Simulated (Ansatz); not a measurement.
A made-up structure of AlSiNH4, singlet:

N1  (-0.355, -0.042, -0.817)
Al2  (0.502, -1.361, 0.001)
Si3  (0.028, 0.780, 0.696)
H4  (-0.846, 0.290, -1.633)
H5  (0.891, -2.850, -0.349)
H6  (-1.141, 1.212, 1.518)
H7  (0.550, -2.148, 1.301)
(Å)

It is relaxed with PBE-D4/def2-SVP and then PBE0-D4/def2-TZVP (Ansatz 0.2.0). Atoms count as bonded within 1.22 times the sum of their covalent radii (H–H: 0.88 Å). The end point is not checked to be a true minimum.

Problem. Does its bonding change? (A judgement: the text doesn't fix the answer.)

Solution. Computed: Yes. Formed: none; broken: Al2–Si3.

Where it ends: The first stage lowers the energy by 2.59 eV in 12 steps. It ends as AlSiNH₄ ([AlH2][NH][SiH]):
| atom | x (Å) | y (Å) | z (Å) |
| --- | --- | --- | --- |
| N1 | -0.2630 | -0.2155 | -0.1079 |
| Al2 | 0.5161 | -1.8359 | 0.0346 |
| Si3 | -0.5299 | 0.8518 | 1.2223 |
| H4 | -0.5627 | 0.0863 | -1.0272 |
| H5 | 0.6841 | -2.6849 | -1.2901 |
| H6 | -1.1947 | 1.9791 | 0.4155 |
| H7 | 0.9787 | -2.2999 | 1.4691 |

Labels in which every atom is bracketed show which atoms are joined, not bond orders.

For scale, one of the runs: PBE0-D4/def2-TZVP relaxation, 129 basis functions, launched by `ansatz run in.yaml --threads 2 --pin off --events-out ev --progress --plain --max-ram 4352MiB`. Hardware: 2 CPU threads of an Intel Xeon Platinum 8259CL, shared host. Wall time about 22 s.
